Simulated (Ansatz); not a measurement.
# CH6AlN: the cost of one run

Method: RKS CAM-B3LYP-D4/6-31G, in Ansatz 0.2.0.

## (1) The structure to begin with

Bond lengths: Al1–C2 1.970 Å, C2–H3 1.110 Å, C2–H4 1.110 Å, C2–H5 1.110 Å, Al1–N6 1.920 Å, N6–H7 1.060 Å, N6–H8 1.060 Å, Al1–H9 1.560 Å. Angles: Al1–C2–H3 109.5°, Al1–C2–H4 109.5°, Al1–C2–H5 109.5°, H3–C2–H4 109.4°, H3–C2–H5 109.4°, H4–C2–H5 109.4°, C2–Al1–N6 120.0°, C2–Al1–H9 120.0°, N6–Al1–H9 120.0°, Al1–N6–H7 120.0°, Al1–N6–H8 120.0°, H7–N6–H8 120.0°.

Structure file:

```xyz
9

Al    0.0000    0.0000    0.0000
C     0.0000    0.0000    1.9700
H    -0.9996   -0.3092    2.3405
H     0.7676   -0.7111    2.3405
H     0.2320    1.0203    2.3405
N     1.6627    0.0000   -0.9600
H     2.1293   -0.9179   -1.2118
H     2.1141    0.9179   -1.2382
H    -1.3510    0.0000   -0.7800
```

## (2) Preparing the start

The input, input.yaml:

```yaml
crystal:
  periodic: [false, false, false]
  atoms:
    - { symbol: Al, position_ang: [0.0, 0.0, 0.0] }
    - { symbol: C, position_ang: [0.0, 0.0, 1.97] }
    - { symbol: H, position_ang: [-0.9996, -0.3092, 2.3405] }
    - { symbol: H, position_ang: [0.7676, -0.7111, 2.3405] }
    - { symbol: H, position_ang: [0.232, 1.0203, 2.3405] }
    - { symbol: "N", position_ang: [1.6627, 0.0, -0.96] }
    - { symbol: H, position_ang: [2.1293, -0.9179, -1.2118] }
    - { symbol: H, position_ang: [2.1141, 0.9179, -1.2382] }
    - { symbol: H, position_ang: [-1.351, 0.0, -0.78] }
basis:
  gaussian: { orbitals: "6-31G" }
hamiltonian:
  xc: cam_b3lyp
  dispersion: d4
relax:
  f_tol: 0.02
  max_steps: 40
```

Launch:

```console
> ansatz run input.yaml --threads 1 --pin off --max-ram 2048MiB --backend cpu --events-out ev --progress --plain --runs-dir out
```

What time and memory should one allow on 1 thread of Arm Neoverse V2, shared host?

About 44 s, with a peak of 0.12 GiB.
